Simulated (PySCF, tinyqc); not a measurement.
Worked calculation: RHF in the sto-6g basis, for OH-, spin multiplicity 1. The basis has no diffuse functions, so it cannot describe the extra electron: this is an exercise in the method, not the real anion. The lowest restricted solution is unstable here: a spin-polarised one lies 0.0113 hartree lower (PySCF). One step of it, computed by the program tinyqc.

Question. Iteration 1: building the Fock matrix. J_ij = sum D_kl (ij|kl), K_ij = sum D_kl (ik|jl); F = H + J - 0.5 K; E = tr D H + tr D J / 2 - 0.25 tr D K + E_nn.

D at the start, order 1O 1s, 1O 2s, 1O 2px, 1O 2py, 1O 2pz, 2H 1s:
$$\begin{pmatrix}
0.426179 & -0.681745 & -0.371421 & 0.218468 & -0.341615 & 0.391835 \\
-0.681745 & 2.142218 & -0.040773 & 0.023982 & 0.011535 & -0.285240 \\
-0.371421 & -0.040773 & 1.918275 & 0.048070 & -0.073447 & 0.074703 \\
0.218468 & 0.023982 & 0.048070 & 1.971725 & 0.043201 & -0.043940 \\
-0.341615 & 0.011535 & -0.073447 & 0.043201 & 1.980721 & -0.245669 \\
0.391835 & -0.285240 & 0.074703 & -0.043940 & -0.245669 & 2.025697
\end{pmatrix}$$

core Hamiltonian H = T + V (hartree), order 1O 1s, 1O 2s, 1O 2px, 1O 2py, 1O 2pz, 2H 1s:
$$\begin{pmatrix}
-32.247611 & -7.120461 & 0.000000 & 0.000000 & -0.005383 & -0.329082 \\
-7.120461 & -8.474177 & 0.000000 & 0.000000 & -0.064190 & -0.925848 \\
0.000000 & 0.000000 & -6.775735 & 0.000000 & 0.000000 & 0.000000 \\
0.000000 & 0.000000 & 0.000000 & -6.775735 & 0.000000 & 0.000000 \\
-0.005383 & -0.064190 & 0.000000 & 0.000000 & -6.803795 & -0.782882 \\
-0.329082 & -0.925848 & 0.000000 & 0.000000 & -0.782882 & -2.998072
\end{pmatrix}$$

Two-electron integrals (ij|kl) in chemists' order, unique and non-zero (hartree):
```
(11|11) 4.787491   (21|11) 0.675884   (21|21) 0.121505   (22|11) 1.117379
(22|21) 0.249212   (22|22) 0.817383   (31|31) 0.025762   (32|31) 0.039145
(32|32) 0.180664   (33|11) 1.117381   (33|21) 0.249212   (33|22) 0.817382
(33|33) 0.880663   (41|41) 0.025762   (42|41) 0.039145   (42|42) 0.180664
(43|43) 0.047461   (44|11) 1.117381   (44|21) 0.249212   (44|22) 0.817382
(44|33) 0.785741   (44|44) 0.880663   (51|51) 0.025762   (52|51) 0.039145
(52|52) 0.180664   (53|53) 0.047461   (54|54) 0.047461   (55|11) 1.117381
(55|21) 0.249212   (55|22) 0.817382   (55|33) 0.785741   (55|44) 0.785741
(55|55) 0.880663   (61|11) 0.032856   (61|21) 0.005673   (61|22) 0.011422
(61|33) 0.011400   (61|44) 0.011400   (61|51) 0.000278   (61|52) 0.000551
(61|55) 0.011467   (61|61) 0.000270   (62|11) 0.103451   (62|21) 0.023512
(62|22) 0.088569   (62|33) 0.087035   (62|44) 0.087035   (62|51) 0.001873
(62|52) 0.015269   (62|55) 0.091638   (62|61) 0.001109   (62|62) 0.013595
(63|31) 0.002273   (63|32) 0.013822   (63|53) 0.002975   (63|63) 0.001649
(64|41) 0.002273   (64|42) 0.013822   (64|54) 0.002975   (64|64) 0.001649
(65|11) 0.086499   (65|21) 0.019890   (65|22) 0.079598   (65|33) 0.076441
(65|44) 0.076441   (65|51) 0.003545   (65|52) 0.025809   (65|55) 0.085913
(65|61) 0.000969   (65|62) 0.014800   (65|65) 0.017484   (66|11) 0.315853
(66|21) 0.072988   (66|22) 0.314434   (66|33) 0.306145   (66|44) 0.306145
(66|51) 0.005285   (66|52) 0.061516   (66|55) 0.331011   (66|61) 0.003441
(66|62) 0.070026   (66|65) 0.085920   (66|66) 0.774999
```

nuclear repulsion = 2.53194838 hartree

Give: Coulomb J; exchange K; Fock matrix F; total energy of this density.

Answer.

Coulomb J (hartree), order 1O 1s, 1O 2s, 1O 2px, 1O 2py, 1O 2pz, 2H 1s:
$$\begin{pmatrix}
10.636 & 2.248 & -0.022 & 0.013 & -0.009 & 0.104 \\
2.248 & 7.242 & -0.042 & 0.025 & 0.081 & 0.849 \\
-0.022 & -0.042 & 7.224 & 0.005 & -0.007 & -0.003 \\
0.013 & 0.025 & 0.005 & 7.229 & 0.004 & 0.002 \\
-0.009 & 0.081 & -0.007 & 0.004 & 7.273 & 0.804 \\
0.104 & 0.849 & -0.003 & 0.002 & 0.804 & 4.043
\end{pmatrix}$$

exchange K (hartree), order 1O 1s, 1O 2s, 1O 2px, 1O 2py, 1O 2pz, 2H 1s:
$$\begin{pmatrix}
1.553 & 0.242 & -0.435 & 0.256 & -0.361 & 0.085 \\
0.242 & 2.512 & -0.140 & 0.083 & -0.104 & 0.326 \\
-0.435 & -0.140 & 2.217 & 0.040 & -0.055 & 0.008 \\
0.256 & 0.083 & 0.040 & 2.262 & 0.033 & -0.005 \\
-0.361 & -0.104 & -0.055 & 0.033 & 2.255 & 0.278 \\
0.085 & 0.326 & 0.008 & -0.005 & 0.278 & 1.559
\end{pmatrix}$$

Fock matrix F (hartree), order 1O 1s, 1O 2s, 1O 2px, 1O 2py, 1O 2pz, 2H 1s:
$$\begin{pmatrix}
-22.388 & -4.993 & 0.196 & -0.115 & 0.166 & -0.268 \\
-4.993 & -2.488 & 0.028 & -0.017 & 0.069 & -0.240 \\
0.196 & 0.028 & -0.660 & -0.015 & 0.021 & -0.007 \\
-0.115 & -0.017 & -0.015 & -0.677 & -0.012 & 0.004 \\
0.166 & 0.069 & 0.021 & -0.012 & -0.658 & -0.118 \\
-0.268 & -0.240 & -0.007 & 0.004 & -0.118 & 0.266
\end{pmatrix}$$

total energy of this density = -37.06792 hartree

This density is the starting one.
